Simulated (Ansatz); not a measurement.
I need a geometry optimisation of CH7NSi, SMILES NC[SiH3]. Use Ansatz's Python interface. Settings: PBE0, 6-31G* basis, multiplicity 1.

```xyz
10

N    -1.2912    0.5114   -0.5065
C     0.1150    0.5598   -0.3562
Si    0.6791   -0.7565    0.8159
H    -1.5619   -0.2953   -0.9817
H    -1.6101    1.3059   -1.1637
H     0.4258    1.5607    0.0166
H     0.6149    0.4240   -1.3305
H     0.3312   -2.0850    0.3391
H     0.1810   -0.5346    2.2442
H     2.1992   -0.7414    0.9257
```

Script `opt_ch7nsi.py`:
```python
"""Relax the CH7NSi molecule."""

import ansatz as az
import numpy as np

BASIS = "6-31G*"
FUNCTIONAL = "PBE0"

GEOMETRY = """
N    -1.29120    0.51140   -0.50650
C     0.11500    0.55980   -0.35620
Si    0.67910   -0.75650    0.81590
H    -1.56190   -0.29530   -0.98170
H    -1.61010    1.30590   -1.16370
H     0.42580    1.56070    0.01660
H     0.61490    0.42400   -1.33050
H     0.33120   -2.08500    0.33910
H     0.18100   -0.53460    2.24420
H     2.19920   -0.74140    0.92570
"""

mol = az.Crystal.molecule()
for line in GEOMETRY.strip().splitlines():
    symbol, *xyz = line.split()
    mol = mol.atom(symbol, [float(v) for v in xyz])

job = mol.calculation()
job = job.basis(gaussian=BASIS)
job = job.functional(FUNCTIONAL)
symbols = [site.symbol for site in mol.cartesian_sites]
start = np.array([site.position_ang for site in mol.cartesian_sites], dtype=float)
report = job.relax(force_tolerance=0.01).run(threads=1, pin="off").report
end = np.array(report["positions_ang"])

for key in ("converged", "free_energy_ev", "reference_energy_ev", "n_frozen", "n_occupied", "n_virtual"):
    print(f"{key:22s} {report[key]}")

print("bond        before    after (A)")
for i, j in [(0, 1), (0, 3), (0, 4), (1, 2), (1, 5), (1, 6), (2, 7), (2, 8), (2, 9)]:
    d0, d1 = (np.linalg.norm(xyz[i] - xyz[j]) for xyz in (start, end))
    print(f"{symbols[i]}{i}-{symbols[j]}{j}".ljust(10), f"{d0:8.4f} {d1:8.4f}")
with open("ch7nsi_opt.xyz", "w") as handle:
    handle.write(f"{len(symbols)}\nrelaxed CH7NSi\n")
    handle.writelines(f"{s:2s} {x:11.6f} {y:11.6f} {z:11.6f}\n" for s, (x, y, z) in zip(symbols, end))
```

```console
$ python opt_ch7nsi.py
converged              True
free_energy_ev         -10511.14549656374
reference_energy_ev    -10511.14549656374
n_frozen               0
n_occupied             [17, 17]
n_virtual              [46, 46]
bond        before    after (A)
N0-C1        1.4150   1.4623
N0-H3        0.9746   1.0159
N0-H4        1.0793   1.0168
C1-Si2       1.8506   1.8947
C1-H5        1.1124   1.0974
C1-H6        1.1035   1.1051
Si2-H7       1.4537   1.4932
Si2-H8       1.5289   1.4880
Si2-H9       1.5241   1.4934
```

`ch7nsi_opt.xyz`, as written:
```text
10
relaxed CH7NSi
N    -1.309153    0.499028   -0.534532
C     0.142443    0.585665   -0.380827
Si    0.718660   -0.747934    0.835428
H    -1.555395   -0.362783   -1.012811
H    -1.649975    1.256963   -1.120456
H     0.385683    1.558424    0.065200
H     0.722133    0.525086   -1.319752
H     0.209944   -2.078488    0.387843
H     0.208425   -0.477289    2.206777
H     2.210234   -0.809672    0.876030
```

Reading the output:
- Total energies depend on the basis set; only differences at equal settings carry meaning.
- The end point is the stationary point reached from this start; no frequency run checks that it is a minimum, and the basis set is modest.
- The whole script took 17 s on 1 thread of Arm Neoverse V2, on a shared host, peak memory 0.21 GiB.

(Lines on the test bed's own set-up are left out of the output.)
